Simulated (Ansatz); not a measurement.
# SiH5 (doublet): from Hartree-Fock to the top rungs at distance H1–H2 along a hydrogen transfer = 1.078 Å, cc-pVTZ

Aim: climb from Hartree-Fock through coupled cluster and multireference methods for SiH5 (doublet) at one geometry and basis, and see what each rung misses.

The runs use Ansatz 0.2.0, Gaussian basis; cc-pVTZ, core rule «outside noble gas», up to 5 orbitals frozen.

To be run: UHF; CCSD(T) on ROHF; CCSD(T) on UHF; BCCD(T) on ROHF; CISD; CCSDT(Q) on ROHF; CCSDT(Q) on UHF; CASSCF and NEVPT2, 3 electrons in 3 orbitals; CASSCF and NEVPT2, 9 electrons in 9 orbitals.

### 1 The geometry

The geometry derives from fragments relaxed apart (PBE0/def2-TZVP) and kept rigid, so it is no stationary point. A hydrogen atom is moved between rigid fragments.

6 atoms, charge 0, spin multiplicity 2.

Atoms are counted from 1 here; the program's logs count them from 0.

Bond lengths: H2–Si3 1.440 Å, Si3–H4 1.486 Å, Si3–H5 1.486 Å, Si3–H6 1.486 Å. Angles: H2–Si3–H4 107.6°, H2–Si3–H5 107.6°, H2–Si3–H6 107.6°, H4–Si3–H5 111.3°, H4–Si3–H6 111.3°, H5–Si3–H6 111.3°.

### 2 UHF

in.yaml reads:

```yaml
crystal:
  periodic: [false, false, false]
  atoms:
    - {symbol: H, position_ang: [-2.438641, 0.000000, -0.000002]}
    - {symbol: H, position_ang: [-1.360641, 0.000000, -0.000001]}
    - {symbol: Si, position_ang: [0.079359, 0.000000, 0.000000]}
    - {symbol: H, position_ang: [0.529333, -1.416253, 0.000001]}
    - {symbol: H, position_ang: [0.529334, 0.708126, -1.226511]}
    - {symbol: H, position_ang: [0.529332, 0.708127, 1.226511]}
basis:
  gaussian: {orbitals: cc-pVTZ}
magnetization: {spin_polarized: true, initial_magnetization: 1}
hamiltonian: {xc: hf}
output: {orbitals: {seedname: orbitals}}
```

Launch:

```console
ansatz run in.yaml --threads 1 --pin off --events-out ev --progress --plain --max-ram 5120MiB --backend cpu
```

Further steps of the session: CCSD(T) on ROHF; CCSD(T) on UHF; BCCD(T) on ROHF; CISD; CCSDT(Q) on ROHF; CCSDT(Q) on UHF; CASSCF and NEVPT2, 3 electrons in 3 orbitals; CASSCF and NEVPT2, 9 electrons in 9 orbitals.

**Question.** What will the summary of the whole plan be? Wanted: UCCSDT(Q) below the RHF energy; RMP2 from UCCSDT(Q); UMP2 from UCCSDT(Q); RCCSD from UCCSDT(Q); RCCSD(T) from UCCSDT(Q); UCCSD(T) from UCCSDT(Q); RCCSDT(Q) from UCCSDT(Q); NEVPT2 pair from UCCSDT(Q); NEVPT2 valence from UCCSDT(Q).

The runs gave:

| quantity | value |
| --- | --- |
| UCCSDT(Q) below the RHF energy | -5.3246 eV |
| RMP2 from UCCSDT(Q) | +24.06 kcal/mol |
| UMP2 from UCCSDT(Q) | +23.96 kcal/mol |
| RCCSD from UCCSDT(Q) | +3.53 kcal/mol |
| RCCSD(T) from UCCSDT(Q) | +0.64 kcal/mol |
| UCCSD(T) from UCCSDT(Q) | +0.64 kcal/mol |
| RCCSDT(Q) from UCCSDT(Q) | +0.01 kcal/mol |
| NEVPT2 pair from UCCSDT(Q) | +24.98 kcal/mol |
| NEVPT2 valence from UCCSDT(Q) | +26.15 kcal/mol |
| levels within 1 kcal/mol (43 meV) | RCCSD(T), UCCSD(T), BCCD(T), RCCSDT, UCCSDT, RCCSDT(Q) |
| T1 diagnostic | 0.023 |
| effectively unpaired electrons | 1.01 |

What this shows: RCCSD(T) lands +0.64 kcal/mol from the yardstick (0.5 % of the correlation energy). One determinant dominates. Of the multireference levels listed NEVPT2 pair comes nearest in total energy (+24.98 kcal/mol), which doesn't show that its space is the better one. These misses are within one basis, not against nature; the frozen cores of restricted and unrestricted runs differ, which can shift their rows.
